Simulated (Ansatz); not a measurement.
Molecule (SMILES): [C-]#[S+] (C-S).
Atoms: C1, S2. Bonds: C1-S2.

Basis-set convergence of the optimised C1-S2 bond length at MP2 with Ansatz (a program for electronic structure). The reference of a correlated method is not its basis-set limit, which lies further on. Cartesian d functions, on some or all atoms, in 6-31G*, 6-311G**, 6-311+G**; all else is spherical. Cores are frozen. No added dispersion term, no relativity. Reference: the value in aug-cc-pV(Q+d)Z, 1.5357 Å, itself unsure by roughly 0.0005 Å (its mean distance from cc-pV(5+d)Z, def2-QZVPP, cc-pV(Q+d)Z). Deviations are taken from unrounded values. Cost is core time over that of 6-311+G**, rough, on shared machines of one kind; a dash marks a row that isn't timed (too short, read off another run, short of memory, by another algorithm or on other hardware). It counts the whole optimisation.

```json
[
 {"basis": "def2-SVP", "functions": "32", "optimised C1-S2 bond length (Å)": "1.5411", "minus reference (Å)": "0.0055", "cost": "-"},
 {"basis": "6-31G*", "functions": "34", "optimised C1-S2 bond length (Å)": "1.5460", "minus reference (Å)": "0.0103", "cost": "-"},
 {"basis": "cc-pV(D+d)Z", "functions": "37", "optimised C1-S2 bond length (Å)": "1.5533", "minus reference (Å)": "0.0176", "cost": "-"},
 {"basis": "6-311G**", "functions": "45", "optimised C1-S2 bond length (Å)": "1.5416", "minus reference (Å)": "0.0059", "cost": "0.7×"},
 {"basis": "6-311+G**", "functions": "53", "optimised C1-S2 bond length (Å)": "1.5395", "minus reference (Å)": "0.0038", "cost": "1×"},
 {"basis": "aug-cc-pV(D+d)Z", "functions": "55", "optimised C1-S2 bond length (Å)": "1.5546", "minus reference (Å)": "0.0190", "cost": "0.9×"},
 {"basis": "pcseg-2", "functions": "64", "optimised C1-S2 bond length (Å)": "1.5345", "minus reference (Å)": "-0.0012", "cost": "0.9×"},
 {"basis": "def2-TZVP", "functions": "68", "optimised C1-S2 bond length (Å)": "1.5378", "minus reference (Å)": "0.0021", "cost": "1×"},
 {"basis": "cc-pV(T+d)Z", "functions": "69", "optimised C1-S2 bond length (Å)": "1.5400", "minus reference (Å)": "0.0044", "cost": "0.9×"},
 {"basis": "def2-TZVPP", "functions": "73", "optimised C1-S2 bond length (Å)": "1.5372", "minus reference (Å)": "0.0016", "cost": "1×"},
 {"basis": "jun-cc-pV(T+d)Z", "functions": "87", "optimised C1-S2 bond length (Å)": "1.5393", "minus reference (Å)": "0.0036", "cost": "2×"},
 {"basis": "def2-TZVPPD", "functions": "88", "optimised C1-S2 bond length (Å)": "1.5378", "minus reference (Å)": "0.0021", "cost": "2×"},
 {"basis": "aug-cc-pV(T+d)Z", "functions": "101", "optimised C1-S2 bond length (Å)": "1.5394", "minus reference (Å)": "0.0037", "cost": "1×"},
 {"basis": "cc-pCVTZ", "functions": "102", "optimised C1-S2 bond length (Å)": "1.5395", "minus reference (Å)": "0.0039", "cost": "2×"},
 {"basis": "cc-pV(Q+d)Z", "functions": "119", "optimised C1-S2 bond length (Å)": "1.5359", "minus reference (Å)": "0.0002", "cost": "4×"},
 {"basis": "def2-QZVPP", "functions": "127", "optimised C1-S2 bond length (Å)": "1.5356", "minus reference (Å)": "-0.0001", "cost": "6×"},
 {"basis": "aug-cc-pV(Q+d)Z", "functions": "169", "optimised C1-S2 bond length (Å)": "1.5357", "minus reference (Å)": "0.0000", "cost": "6×"},
 {"basis": "cc-pV(5+d)Z", "functions": "191", "optimised C1-S2 bond length (Å)": "1.5344", "minus reference (Å)": "-0.0013", "cost": "20×"}
]
```
